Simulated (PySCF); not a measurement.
Species: cyclopropyl isocyanate, C₄H₅NO.
Numbering: `[O:1]=[C:2]=[N:3][CH:4]1[CH2:5][CH2:6]1` (hydrogens: H7 on C4; H8, H9 on C5; H10, H11 on C6)

The calculation used core-valence-separated Tamm–Dancoff BHandHLYP/aug-pcX-1 (pcseg-1 on H) in PySCF, non-relativistic, gas phase, PBE0-D3(BJ)/def2-SVP geometry.

Computed nitrogen K-edge spectrum, Gaussian lines of 0.4 eV full width, highest printed point 100; it ends one width below the last computed root. The energies are unshifted.

```json
{"photon energy (eV)": "398.9", "absorption": "1"}
{"photon energy (eV)": "399.0", "absorption": "4"}
{"photon energy (eV)": "399.1", "absorption": "12"}
{"photon energy (eV)": "399.2", "absorption": "31"}
{"photon energy (eV)": "399.3", "absorption": "54"}
{"photon energy (eV)": "399.4", "absorption": "68"}
{"photon energy (eV)": "399.5", "absorption": "61"}
{"photon energy (eV)": "399.6", "absorption": "46"}
{"photon energy (eV)": "399.7", "absorption": "45"}
{"photon energy (eV)": "399.8", "absorption": "66"}
{"photon energy (eV)": "399.9", "absorption": "94"}
{"photon energy (eV)": "400.0", "absorption": "100"}
{"photon energy (eV)": "400.1", "absorption": "76"}
{"photon energy (eV)": "400.2", "absorption": "41"}
{"photon energy (eV)": "400.3", "absorption": "15"}
{"photon energy (eV)": "400.4", "absorption": "4"}
{"photon energy (eV)": "400.5", "absorption": "1"}
{"photon energy (eV)": "400.6", "absorption": "0"}
{"photon energy (eV)": "400.7", "absorption": "0"}
{"photon energy (eV)": "400.8", "absorption": "0"}
{"photon energy (eV)": "400.9", "absorption": "0"}
{"photon energy (eV)": "401.0", "absorption": "1"}
{"photon energy (eV)": "401.1", "absorption": "3"}
{"photon energy (eV)": "401.2", "absorption": "5"}
{"photon energy (eV)": "401.3", "absorption": "7"}
{"photon energy (eV)": "401.4", "absorption": "6"}
{"photon energy (eV)": "401.5", "absorption": "4"}
{"photon energy (eV)": "401.6", "absorption": "2"}
{"photon energy (eV)": "401.7", "absorption": "1"}
{"photon energy (eV)": "401.8", "absorption": "2"}
{"photon energy (eV)": "401.9", "absorption": "3"}
{"photon energy (eV)": "402.0", "absorption": "4"}
{"photon energy (eV)": "402.1", "absorption": "5"}
{"photon energy (eV)": "402.2", "absorption": "5"}
{"photon energy (eV)": "402.3", "absorption": "4"}
{"photon energy (eV)": "402.4", "absorption": "4"}
{"photon energy (eV)": "402.5", "absorption": "2"}
{"photon energy (eV)": "402.6", "absorption": "2"}
{"photon energy (eV)": "402.7", "absorption": "5"}
{"photon energy (eV)": "402.8", "absorption": "13"}
{"photon energy (eV)": "402.9", "absorption": "24"}
```

**Question.** Where are the maxima, and which lines make them up?

**Answer.** 4 maxima:
- 399.4 eV: N3 (isocyanate nitrogen), 399.41 eV, f = 0.027, 99 % of the height at the exact maximum
- 400.0 eV: N3 (isocyanate nitrogen), 399.97 eV, f = 0.041, 100 % of the height at the exact maximum
- 401.3 eV: N3 (isocyanate nitrogen), 401.32 eV, f = 0.003, 100 % of the height at the exact maximum
- 402.1 eV: N3 (isocyanate nitrogen), 402.00 eV, f = 0.001, 56 % of the height at the exact maximum; N3 (isocyanate nitrogen), 402.27 eV, f = 0.001, 31 % of the height at the exact maximum; N3 (isocyanate nitrogen), 402.38 eV, f = 0.001, 13 % of the height at the exact maximum

Roots within 0.03 eV on the same or equivalent atoms count as one line; shares under 12 % aren't listed.

Vibrational structure and lifetime widths aren't in the curve. The ionisation threshold wasn't computed; near and above it a finite basis only mimics Rydberg series and continuum.

Conformer computed: `[O:1]=[C:2]=[N:3][CH:4]1[CH2:5][CH2:6]1`: C2–N3–C4–C5 -35°.

One conformer stands for the species.
